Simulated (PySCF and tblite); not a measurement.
C₅H₁₁N, numbered as in [CH3:1][C@@H:2]1[CH2:3][CH2:4][NH:5][CH2:6]1.

Search: ETKDG and KDG, MMFF94s, GFN2-xTB, 90 starts; geometries at PBE0-D3(BJ)/def2-SVP. Free energies are PBE0-D3(BJ)/def2-TZVP single points with GFN2-xTB rigid-rotor and vibrational terms (modes under about 100 cm⁻¹ blended into free rotors). Symmetry numbers and mirror images are counted. Conformers within 4 kcal/mol (GFN2-xTB free energy) were kept, 5 at most. GIAO shieldings: PBE0/pcSseg-1. Shifts are against TMS (¹H), TMS (¹³C), NH3 (¹⁵N) at the same level; of two unlike H on one atom, a is the less shielded. Codes: tblite and PySCF.

Task: What shifts does this protocol give at 298.15 K under fast conformational exchange?

Result: ¹H: 2.85 (H4a, 1H), 2.85 (H6a, 1H), 2.82 (H4b, 1H), 2.18 (H6b, 1H), 1.81 (H3a, 1H), 1.79 (H2, 1H), 0.99 (H1, 3H), 0.97 (H3b, 1H) ppm. ¹³C: 57.7 (C6), 49.1 (C4), 34.7 (C2), 33.9 (C3), 21.2 (C1) ppm. ¹⁵N: 57.7 (N5) ppm.

Task: How do the conformers differ?

Result: The 5-ring runs over atoms 2–3–4–5–6.
| conformer | shape | weight % |
| --- | --- | --- |
| 1 | 5-ring between envelope and twist (ring torsions -18, 41, -47, 33, -9°) | 50.9 |
| 2 | 5-ring between envelope and twist (ring torsions 21, -43, 47, -32, 7°) | 33.2 |
| 3 | 5-ring between envelope and twist (ring torsions -6, 28, -39, 35, -16°) | 15.8 |

| signal | 1 | 2 | 3 | average |
| --- | --- | --- | --- | --- |
| H1 | 0.95 | 1.04 | 1.02 | 0.99 |
| H2 | 1.93 | 1.79 | 1.37 | 1.79 |
| H3a | 1.92 | 1.69 | 1.72 | 1.81 |
| H3b | 0.87 | 1.13 | 0.95 | 0.97 |
| H4a | 3.06 | 2.49 | 2.90 | 2.85 |
| H4b | 2.62 | 3.14 | 2.80 | 2.82 |
| H6a | 3.06 | 2.54 | 2.80 | 2.85 |
| H6b | 2.01 | 2.59 | 1.89 | 2.18 |
| C1 | 19.7 | 24.9 | 18.3 | 21.2 |
| C2 | 34.3 | 33.2 | 39.3 | 34.7 |
| C3 | 33.4 | 33.9 | 35.8 | 33.9 |
| C4 | 48.7 | 49.4 | 49.9 | 49.1 |
| C6 | 58.1 | 56.3 | 59.2 | 57.7 |
| N5 | 57.5 | 55.4 | 63.2 | 57.7 |

Task: Which signal moves most, for its nucleus, between 200 and 400 K through the change of populations alone?

Result: H2: 1.81 ppm at 200 K, 1.80 ppm at 250 K, 1.79 ppm at 298.15 K, 1.79 ppm at 350 K, 1.78 ppm at 400 K.

H on N, O and S are left out: they exchange, and hydrogen bonds move them by several ppm. Unscaled ¹⁵N shifts at such levels can be off by tens of ppm; differences between conformers or isomers are more reliable. Shifts are unscaled: against experiment ¹³C can be off by 15 ppm or more and ¹H by 0.8 ppm.


¹⁵N shifts are against a computed isolated NH3 molecule, about 20 ppm from the liquid.